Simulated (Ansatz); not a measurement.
`CBP` + H₂S → `PS` + `BC` at 400 K and 1 bar (cleavage of the P–B bond).

Computed with Ansatz on PBE0-D4/def2-TZVP structures; ΔE is electronic, products minus reactants. CCSD(T)/CBS is the MP2 limit (def2-TZVPP, def2-QZVPP) plus CCSD(T) − MP2 in def2-TZVPP, frozen cores. This one scheme is used for every species. Each species was taken in one conformer, which may not be the lowest.

```csv
species,CCSD(T)/CBS energy (Eh),H − E (kJ/mol),S (J/(mol·K))
`CBP`,-407.38441,199.8,324.2
H₂S,-398.97279,53.4,215.9
`PS`,-740.51379,89.7,283.7
`BC`,-65.83255,164.9,265.6
```

H − E and S are ideal-gas, rigid-rotor, harmonic terms from PBE0-D4/def2-TZVP, for one conformer and one mirror image of each species. 1 Eh = 2625.50 kJ/mol, R = 8.31446 J/(mol·K).

Q: By hand: ΔE, ΔH, ΔS and ΔG.

A: ΔE = (-740.51379) + (-65.83255) − (-407.38441) − (-398.97279) = 0.01086 Eh = 28.5 kJ/mol. Δ(H − E) = 89.7 + 164.9 − 199.8 − 53.4 = 1.4, so ΔH = 29.9 kJ/mol. ΔS = 283.7 + 265.6 − 324.2 − 215.9 = 9.2 J/(mol·K). ΔG = 29.9 − 400 × (9.2)/1000 = 26.2 kJ/mol.

Q: By hand: the equilibrium constant, and the temperature at which ΔG would vanish if ΔH and ΔS stayed fixed.

A: log₁₀ K = −ΔG/(RT ln 10) = -3.4. ΔG = 0 at ΔH/ΔS = 3250 K, far beyond where these terms or the molecules hold.

The number of gas molecules stays the same, so ΔS is small and ΔH decides. A doubt of 5 kJ/mol in ΔE shifts log₁₀ K by 0.7 here. Other conformers and mirror images would add mixing entropy, several J/(mol·K) or more a flexible species. These are equilibria of isolated gas molecules and say nothing of rates. Largest T1 diagnostic: 0.015 (customary marks: 0.02 for closed shells, 0.045 for open ones).
